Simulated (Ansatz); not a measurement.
## SiH2 (SMILES [SiH2]): methods side by side

SiH2 has 3 atoms, charge 0, and is taken as a singlet. As SMILES, `[SiH2]`. Geometry: relaxed at PBE0-D4/def2-TZVP.

| atom | x (Å) | y (Å) | z (Å) |
| --- | --- | --- | --- |
| Si | -0.4912 | 0.4686 | -0.2136 |
| H | 0.8403 | 0.5786 | 0.5225 |
| H | -0.3491 | -1.0472 | -0.3089 |

Quantity: the energy change with the Si1–H2 bond stretched from 1.525 to 2.288 Å, in eV. The values are calculated.

```csv
level,kind,program,value (eV),less FCI/3-21G
PBE0/3-21G (restricted),global hybrid,Ansatz,1.52,+0.29
r2SCAN0/3-21G (restricted),hybrid meta-GGA,Ansatz,1.58,+0.35
CAM-B3LYP/3-21G (restricted),range-separated hybrid,Ansatz,1.61,+0.38
RPA@PBE/3-21G (restricted),RPA,Ansatz,1.22,-0.01
CCSD/3-21G (restricted),coupled cluster or CI,Ansatz,1.24,+0.01
CCSDT(Q)/3-21G (restricted),coupled cluster or CI,Ansatz,1.23,0.00
CCSDTQ/3-21G (restricted),coupled cluster or CI,Ansatz,1.23,0.00
FCI/3-21G,exact in the basis,Ansatz,1.23,0.00
```

FCI/3-21G is exact within its basis and frozen core, so for wave-function methods in that basis the difference is their error; functionals converge differently with the basis, so for them it is only a difference. The first shape isn't each level's own minimum. The values span 1.22 to 1.61 eV. All rows use very small basis sets, so none should be taken for the real molecule's value.
